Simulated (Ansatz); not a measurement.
AlH$_{4}$OP (`[AlH2][O]P`), relaxed with RKS PBE-D4/def2-SVP in Ansatz 0.2.0 from a rough embedded geometry. The force threshold is 0.03 eV/Å; the program also tests the step.

The species carries charge 0 and has multiplicity 1.

Start:

```xyz
7

Al    0.710   -0.982    0.682
O     0.688    0.312   -0.537
P    -0.984    0.606   -0.757
H     0.631   -2.514    0.289
H     0.776   -0.626    2.282
H    -1.003    1.833    0.061
H    -0.818    1.371   -2.019
```

(1) By how much does the energy fall, and how many steps does the optimiser take? (Best estimate.)

(2) Which bonds change most? (Best estimate.)

(3) Give the relaxed structure. (Estimate.)

Answers

(1) Ansatz gave: 8.94 kcal/mol, in 15 steps, 2 of them rejected.

(2) Ansatz gave: Al1–O2 from 1.777 to 1.718 Å; Al1–H5 from 1.641 to 1.591 Å; O2–P3 from 1.712 to 1.663 Å; P3–H7 from 1.485 to 1.457 Å.

(3) Computed: 
```xyz
7

Al    0.691   -1.100    0.850
O    -0.226    0.251    0.318
P    -1.273    0.974   -0.753
H     0.959   -2.294   -0.174
H     1.206   -1.036    2.354
H    -0.837    2.350   -0.600
H    -0.520    0.855   -1.995
```
